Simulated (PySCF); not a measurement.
methyl formate cation (C2H4O2), SMILES COC=O (connectivity only; charge and spin as stated), charge +1, multiplicity 2.

The structure is a stationary point at TPSSh-D3(BJ)/def2-SVP. The multiplicity is an assumed one; other spin states were not compared. One conformer was computed; it need not be the lowest.

Computed with PBE/def2-TZVPD run with PySCF.

```yaml
total_energy: -228.51241 hartree
point_group: Cs
"α spin, highest occupied and lowest empty level": -15.24 and -9.16 eV
"β spin, highest occupied and lowest empty level": -15.10 and -14.44 eV
dipole_moment_about_the_centre_of_nuclear_charge: 0.137 e·Å
mean_static_polarisability: 31.5 bohr³ (4.67 Å³)
polarisability_principal_values: 22.4, 29.7, 42.4 bohr³
"⟨S²⟩": 0.753 (pure state 0.75)
```
